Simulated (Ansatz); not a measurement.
# BH3F− (SMILES [H][B-]([H])([H])F): levels of theory compared

Aim: a comparison of 6 runs (UHF/STO-3G, PBE0/STO-3G, r2SCAN/STO-3G, wB97X/STO-3G, RPA@PBE/STO-3G, CCSD/STO-3G) of BH3F−. 

Program for the calculation: Ansatz 0.2.0.

3 further runs of the same task are left out: 2 that didn't finish, 1 set aside as unsound or not needed.

## 1. The molecule

BH3F−: 5 atoms, total charge -1, spin state singlet. SMILES: `[H][B-]([H])([H])F`. The H5–B1 distance was set to 1.839 Å, away from the relaxed value. At this shape a bond of the SMILES string is far longer than usual.

Bond lengths: B1–F2 1.447 Å, B1–H3 1.227 Å, B1–H4 1.228 Å. Angles: F2–B1–H3 108.4°, F2–B1–H4 108.4°, H3–B1–H4 110.5°.

## 2. A single-point energy at UHF/STO-3G (run 1)

job.yaml reads:

```yaml
crystal:
  periodic: [false, false, false]
  atoms:
    - {symbol: B, position_ang: [0.290324, 0.502459, 0.141165]}
    - {symbol: F, position_ang: [0.303174, 0.481159, 1.587525]}
    - {symbol: H, position_ang: [1.450744, 0.513819, -0.255975]}
    - {symbol: H, position_ang: [-0.299876, 1.514749, -0.225845]}
    - {symbol: H, position_ang: [-0.581670, -1.003790, -0.453700]}
basis:
  gaussian:
    orbitals: STO-3G
total_charge: -1
magnetization:
  spin_polarized: true
hamiltonian:
  xc: hf
accuracy: high
```

Command:

```bash
$ ansatz run job.yaml --threads 1 --pin off --max-ram 2610MiB --events-out events.jsonl --progress --plain --runs-dir runs
```

The log of the run:

```text
Warning: RAYON_NUM_THREADS=1 ignored (pool sized by the plan → 1); use --threads N
Functional definition: HF
  name "HF"
  exchange = exact_x
  correlation = 0
207 factors; integrals over basis functions are off by at most 1.1e-8 eV
mean field evaluation 1: about -3370.8006 eV, gradient 1.2e1 eV
mean field evaluation 2: about -3370.8567 eV, gradient 1.2e1 eV
mean field evaluation 4: about -3372.6313 eV, gradient 8.3e-1 eV
mean field evaluation 8: about -3372.6348 eV, gradient 3.1e-5 eV
mean field evaluation 16: about -3371.8857 eV, gradient 4.2e0 eV
mean field -3372.63479497 eV, -123.9420426611 hartree, gradient 2.9e-8 eV, S^2 0.000000; 0 other end points of the search recorded, 0 dependent functions left out
reference -3372.63479497 eV, -123.9420426611 hartree; 9, 9 occupied and 4, 4 virtual orbitals, 207 factors
Total energy: -3372.63479497 eV, -123.9420426611 hartree
```

It took 0.08 s on 1 thread of Arm Neoverse V1, shared host.

## 3. A single-point energy at PBE0/STO-3G (run 2)

molecule.yaml reads:

```yaml
crystal:
  periodic: [false, false, false]
  atoms:
    - symbol: B
      position_ang: [0.290324, 0.502459, 0.141165]
    - symbol: F
      position_ang: [0.303174, 0.481159, 1.587525]
    - symbol: H
      position_ang: [1.450744, 0.513819, -0.255975]
    - symbol: H
      position_ang: [-0.299876, 1.514749, -0.225845]
    - symbol: H
      position_ang: [-0.581670, -1.003790, -0.453700]
basis:
  gaussian:
    orbitals: STO-3G
total_charge: -1
hamiltonian:
  xc: {name: PBE0}
accuracy: high
```

Command:

```bash
$ ansatz run molecule.yaml --threads 1 --pin off --max-ram 2610MiB --events-out events.jsonl --progress --plain --runs-dir runs
```

The log of the run:

```text
Warning: RAYON_NUM_THREADS=1 ignored (pool sized by the plan → 1); use --threads N
Functional definition: PBE0
  name "PBE0"
  parameter a = 0.25
  parameter kappa = 0.804
  parameter beta = 0.06672455060314922
  exchange = (1 - a)*pbe_x(kappa = kappa, mu = beta*pi^2/3) + a*exact_x
  correlation = pbe_c(beta = beta)
207 factors; integrals over basis functions are off by at most 1.1e-8 eV
mean field evaluation 1: about -3380.9944 eV, gradient 3.7e1 eV
mean field evaluation 2: about -3382.5932 eV, gradient 2.7e1 eV
mean field evaluation 4: about -3386.3814 eV, gradient 2.2e0 eV
mean field evaluation 8: about -3386.3521 eV, gradient 2.3e-2 eV
mean field evaluation 16: about -3386.3521 eV, gradient 5.0e-8 eV
mean field -3386.35209988 eV, -124.4461443186 hartree, gradient 5.0e-8 eV, S^2 0.000000; 0 other end points of the search recorded, 0 dependent functions left out
reference -3386.35210100 eV, -124.4461443597 hartree; 9, 9 occupied and 4, 4 virtual orbitals, 207 factors
Total energy: -3386.35210100 eV, -124.4461443597 hartree
```

It took 0.71 s on 1 thread of Arm Neoverse V1, shared host.

Run 3 isn't shown in full; the table further down has it.

## 4. A single-point energy at wB97X/STO-3G (run 4)

molecule.yaml reads:

```yaml
crystal:
  periodic: [false, false, false]
  atoms:
    - {symbol: B, position_ang: [0.290324, 0.502459, 0.141165]}
    - {symbol: F, position_ang: [0.303174, 0.481159, 1.587525]}
    - {symbol: H, position_ang: [1.450744, 0.513819, -0.255975]}
    - {symbol: H, position_ang: [-0.299876, 1.514749, -0.225845]}
    - {symbol: H, position_ang: [-0.581670, -1.003790, -0.453700]}
basis:
  gaussian:
    orbitals: STO-3G
accuracy: high
total_charge: -1
hamiltonian:
  xc: {name: wB97X}
```

Command:

```bash
$ ansatz run molecule.yaml --threads 1 --pin off --max-ram 2610MiB --events-out events.jsonl --progress --plain --runs-dir runs
```

The log of the run, cut to the lines that bear on the results:

```text
Warning: RAYON_NUM_THREADS=1 ignored (pool sized by the plan → 1); use --threads N
Functional definition: wB97X
  name "wB97X"
[...]
      + exact_x_lr(omega)
[...]
      + integral(e_c_pw_opposite_spin*poly(b97_u_opposite, 1, cos1, cos2, cos3, cos4))
207 factors; integrals over basis functions are off by at most 1.1e-8 eV
121 factors; integrals over basis functions are off by at most 9.0e-10 eV
[...]
mean field -3389.14061343 eV, -124.5486203017 hartree, gradient 2.1e-8 eV, S^2 0.000000; 0 other end points of the search recorded, 0 dependent functions left out
reference -3389.14061199 eV, -124.5486202485 hartree; 9, 9 occupied and 4, 4 virtual orbitals, 207 factors
Total energy: -3389.14061199 eV, -124.5486202485 hartree
```

It took 3.3 s on 1 thread of Arm Neoverse V1, shared host; peak memory 0.2 GiB.

Run 5 isn't shown in full; the table further down has it.

## 5. The energy at CCSD/STO-3G (run 6)

run.yaml reads:

```yaml
crystal:
  periodic: [false, false, false]
  atoms:
    - {symbol: B, position_ang: [0.290324, 0.502459, 0.141165]}
    - {symbol: F, position_ang: [0.303174, 0.481159, 1.587525]}
    - {symbol: H, position_ang: [1.450744, 0.513819, -0.255975]}
    - {symbol: H, position_ang: [-0.299876, 1.514749, -0.225845]}
    - {symbol: H, position_ang: [-0.581670, -1.003790, -0.453700]}
basis:
  gaussian: {orbitals: STO-3G}
scf: {omitted_lower_state_checks: [cluster_reference, increment]}
magnetization: {spin_polarized: false, initial_magnetization: 0}
total_charge: -1
accuracy: high
correlation: {method: ccsd, frozen_orbitals: {B: 1, F: 1, H: 0}}
```

Command:

```bash
$ ansatz run run.yaml --threads 1 --pin off --max-ram 2610MiB --events-out events.jsonl --progress --plain --runs-dir runs
```

The log of the run:

```text
Warning: RAYON_NUM_THREADS=1 ignored (pool sized by the plan → 1); use --threads N
[... 11 lines left out ...]
2 core orbitals not correlated: weight in the atoms' cores, before any rotation towards them, 1.000 or more for the frozen orbitals, at most 0.000 for the correlated occupied ones
[... 21 lines left out ...]
Total energy: -3375.28377720 eV, -124.0393909627 hartree
Checks for a lower state left out: cluster_reference, increment
```

Wall time 0.1 s (1 thread of Arm Neoverse V1, shared host).

## 6. All runs side by side

```tsv
run	level	frozen core orbitals	energy (Eh)	wall time
1	UHF/STO-3G	–	-123.942043	0.08 s
2	PBE0/STO-3G	–	-124.446144	0.71 s
3	r2SCAN/STO-3G	–	-124.525558	1.6 s
4	wB97X/STO-3G	–	-124.548620	3.3 s
5	RPA@PBE/STO-3G	2	-124.092020	1.1 s
6	CCSD/STO-3G	2	-124.039391	0.1 s
```

## 7. Summary of results

```
                                          quantity          value
                               run 6: total energy  -124.03939 Eh
run 6: correlation energy (2 core orbitals frozen)      -97.3 mEh
                              run 6: T1 diagnostic          0.014
```

Totals of different functionals can't be ranked against each other. In runs 1, 2, 3, 4, 5, 6 the basis is minimal, so the values are rough. All runs together took 6.9 s, the longest 3.3 s.
